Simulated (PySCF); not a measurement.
Compound: C5H5S (charge +1).
Bonds: C1–C2 (aromatic), C2–C3 (aromatic), C3–S4 (aromatic), S4–C5 (aromatic), C5–C6 (aromatic), C1–C6 (aromatic). Hydrogens: H7 on C1; H8 on C2; H9 on C3; H10 on C5; H11 on C6.

Theory: PBE0/6-31+G* geometry optimisation, gas phase in PySCF 2.14.0.

Task: Give the optimised bond lengths and angles.

Result: 
| bond | length (bohr) |
| --- | --- |
| C1–C2, C1–C6 | 2.643 |
| C2–C3, C5–C6 | 2.609 |
| C3–S4, S4–C5 | 3.190 |
| C1–H7 | 2.054 |
| C2–H8, C6–H11 | 2.054 |
| C3–H9, C5–H10 | 2.055 |

Bonds in one row agree within 0.02 bohr and their mean is given. A selection of angles:
| angle | degrees |
| --- | --- |
| C2–C1–C6 | 123.0 |
| C2–C1–H7 | 118.5 |
| C6–C1–H7 | 118.5 |
| C1–C2–C3 | 122.5 |
| C1–C2–H8 | 119.5 |
| C3–C2–H8 | 118.0 |
| C2–C3–S4 | 124.2 |
| C2–C3–H9 | 121.8 |
| S4–C3–H9 | 114.0 |
| C3–S4–C5 | 103.5 |
| C1–C6–C5 | 122.5 |

The 6 heavy atoms lie in one plane (0.000 Å rms). The 6-membered ring C1–C2–C3–S4–C5–C6 has internal angles of 103.5° to 124.3°; it is planar, 0.00 Å rms from its mean plane, widest ring torsion 0°. C1 (aromatic CH carbon) is planar (angles 123.0°, 118.5° and 118.5°, sum 360.0°, 0.00 Å off the plane of its three neighbours). C3 (aromatic CH next to a ring sulfur) is planar (angles 124.2°, 121.8° and 114.0°, sum 360.0°, 0.00 Å off the plane of its three neighbours). C2 (aromatic CH carbon) is planar (angles 122.5°, 119.5° and 118.0°, sum 360.0°, 0.00 Å off the plane of its three neighbours).

Point group: C2v (tolerance 0.08 Å). PBE0/6-31+G* frequencies: not computed here. Geometry: PBE0/6-31+G*; no solvent, vibrations or thermal averaging.

On Arm Neoverse V2, one thread, no GPU, shared host, this took 13 s and 0.54 GiB of memory at its peak. This is the geometry optimisation.
